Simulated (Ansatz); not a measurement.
Relaxation of AlFH4O (7 atoms, charge 0, multiplicity 1), to a largest force component of 0.03 eV/Å in at most 50 steps.

Level of theory: RKS PBE0-D4/6-31G* in Ansatz.

```xyz
7
Properties=species:S:1:pos:R:3
Al 0.031 -0.420 -0.484
F -0.009 -0.116 2.377
H 1.415 0.314 -0.706
H -1.396 0.069 -0.986
O 0.138 -2.015 0.256
H -0.675 -2.536 0.254
H 0.176 -1.017 2.217
```

**Question.** Where does it end, and by what steps?

**Answer.** It converged. After 16 steps the energy has fallen by 1.430 eV; H7 moved furthest, 1.06 Å. Parted: F2–H7 (0.93 → 2.18 Å). Joined: Al1–F2 (2.88 → 1.69 Å), O5–H7 (2.20 → 0.98 Å).

```csv
step,energy less start (eV),largest force component (eV/Å),accepted
0,0.0000,0.600,yes
1,-0.1892,0.550,yes
2,-0.3271,0.693,yes
3,-0.5218,0.766,yes
4,-0.5838,1.092,yes
5,-0.6714,0.665,yes
6,-0.7625,2.621,yes
7,-0.3038,9.758,no
8,-1.0583,1.291,yes
9,-1.2566,0.756,yes
10,-1.3002,0.518,yes
11,-1.3444,2.025,yes
12,-1.2310,1.688,no
13,-1.4229,0.225,yes
14,-1.4280,0.154,yes
15,-1.4299,0.034,yes
16,-1.4300,0.016,yes
```

```xyz
7
Properties=species:S:1:pos:R:3
Al 0.063 -0.030 0.064
F -0.035 0.332 1.711
H 1.452 0.291 -0.641
H -1.328 -0.040 -0.729
O 0.130 -1.982 0.606
H -0.679 -2.451 0.348
H 0.077 -1.844 1.569
```

Whether the end is a true minimum wasn't checked by a vibrational analysis.

The run took 28 s on 1 thread of Arm Neoverse V2, on a shared host, peak memory 0.13 GiB.
